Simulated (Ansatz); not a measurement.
# CH₈Si₂ (SMILES C[SiH2][SiH3]): a rigid scan of the angle H9–Si3–H10

One table from this session's results is given with a row withheld; the runs are named, their logs left out.

The runs use Ansatz 0.2.0, Gaussian basis; single points in def2-TZVPP.

Levels: PBE-D4, r2SCAN-D4, PBE0-D4, B3LYP-D4, wB97M-V, Hartree-Fock, MP2, CCSD, CCSD(T). The scan takes 84.4, 90.4, 96.4, 102.4, 108.4, 114.4, 120.4, 126.4, 132.4°.

Cores are frozen in the correlated methods. B3LYP uses VWN-RPA correlation.

28 further runs of the same task are left out: 28 set aside as unsound or not needed.

### Where the work starts

The minimum, relaxed at PBE0-D4: 11 atoms, charge 0, spin multiplicity 1.

Atoms are counted from 1 here; the program's logs count them from 0.

Bond lengths: C1–Si2 1.877 Å, C1–H4 1.092 Å, C1–H5 1.092 Å, C1–H6 1.092 Å, Si2–Si3 2.340 Å, Si2–H7 1.491 Å, Si2–H8 1.491 Å, Si3–H9 1.488 Å, Si3–H10 1.490 Å, Si3–H11 1.490 Å. Angles: Si2–C1–H4 110.8°, Si2–C1–H5 110.8°, Si2–C1–H6 110.7°, H4–C1–H5 108.1°, H4–C1–H6 108.2°, H5–C1–H6 108.2°, C1–Si2–Si3 111.6°, C1–Si2–H7 110.2°, C1–Si2–H8 110.2°, Si3–Si2–H7 108.7°, Si3–Si2–H8 108.7°, H7–Si2–H8 107.4°, Si2–Si3–H9 111.1°, Si2–Si3–H10 110.5°, Si2–Si3–H11 110.5°, H9–Si3–H10 108.4°, H9–Si3–H11 108.4°, H10–Si3–H11 108.0°.

Coordinates:

```
C    -1.02316    0.97888   -0.99599
Si   -0.49389    0.25527    0.65267
Si    1.37213   -1.13843    0.42197
H    -1.28524    0.18658   -1.70055
H    -0.21769    1.57123   -1.43549
H    -1.89392    1.62653   -0.87211
H    -0.15895    1.34815    1.60965
H    -1.60923   -0.53359    1.24941
H     1.78325   -1.70560    1.73514
H     2.52297   -0.37927   -0.14203
H     1.06903   -2.26675   -0.50208
```

Energies of the minimum (eV), from earlier single points: PBE-D4 -16913.70550, r2SCAN-D4 -16921.45889, PBE0-D4 -16915.67287, B3LYP-D4 -16925.47099, wB97M-V -16921.19716, CCSD(T) -16896.76007.

At the minimum the angle H9–Si3–H10 is 108.4°.

The first run:

Input file ccsdt-tzvpp/in.yaml:

```yaml
crystal:
  periodic: [false, false, false]
  atoms:
    - {symbol: C, position_ang: [-1.023158, 0.978875, -0.995993]}
    - {symbol: Si, position_ang: [-0.493890, 0.255272, 0.652673]}
    - {symbol: Si, position_ang: [1.372128, -1.138427, 0.421972]}
    - {symbol: H, position_ang: [-1.285238, 0.186584, -1.700551]}
    - {symbol: H, position_ang: [-0.217690, 1.571227, -1.435493]}
    - {symbol: H, position_ang: [-1.893917, 1.626527, -0.872105]}
    - {symbol: H, position_ang: [-0.158954, 1.348154, 1.609653]}
    - {symbol: H, position_ang: [-1.609226, -0.533590, 1.249414]}
    - {symbol: H, position_ang: [2.295069, -1.408692, 1.557864]}
    - {symbol: H, position_ang: [2.522970, -0.379269, -0.142030]}
    - {symbol: H, position_ang: [1.069028, -2.266749, -0.502080]}
basis:
  gaussian: {orbitals: def2-TZVPP}
correlation: {method: ccsd_t}
```

The command line of these runs was not kept.

Among the steps run: H9–Si3–H10 = 84.4°; H9–Si3–H10 = 90.4°; H9–Si3–H10 = 96.4°; H9–Si3–H10 = 102.4°; H9–Si3–H10 = 108.4°; H9–Si3–H10 = 114.4°; H9–Si3–H10 = 120.4°; H9–Si3–H10 = 126.4°; H9–Si3–H10 = 132.4°.

One table of the session follows, with a row left open; its other results are not shown here.

It belongs to the step «The curves». Energies less that of the minimum at the same level (kJ/mol):

```
      angle (°)  PBE-D4  PBE0-D4  B3LYP-D4  wB97M-V  Hartree-Fock
           84.4    32.2     34.5      35.1     35.0          41.8
           90.4       ?        ?         ?        ?             ?
           96.4     7.9      8.5       8.6      8.6          10.1
          102.4     1.9      2.1       2.1      2.1           2.5
108.4 (minimum)     0.0      0.0       0.0      0.0           0.0
          108.4     0.0      0.0       0.0      0.0           0.0
          114.4     2.1      2.1       2.2      2.1           2.6
          120.4     8.1      8.4       8.7      8.4          10.1
          126.4    17.9     18.7      19.3     18.7          22.4
          132.4    31.6     33.1      34.0     33.2          39.6
```

Estimate the missing values for angle (°) = 90.4.

Worked estimate for «PBE-D4». A straight line through the neighbours (84.4, 32.2) and (96.4, 7.9) gives 32.2 + (7.9 − 32.2) × (90.4 − 84.4) / (96.4 − 84.4) = 20.1; a parabola fitted to 3 rows on both sides gives 18.0.

**Answer.** PBE-D4: 18.0; PBE0-D4: 19.2; B3LYP-D4: 19.6; wB97M-V: 19.5; Hartree-Fock: 23.2. In «PBE-D4» the line misses by +2.1 and the parabola by 0.0.

Limits of these values: A polynomial through the near points puts the CCSD(T) minimum 0.1° below the PBE0-D4 value.
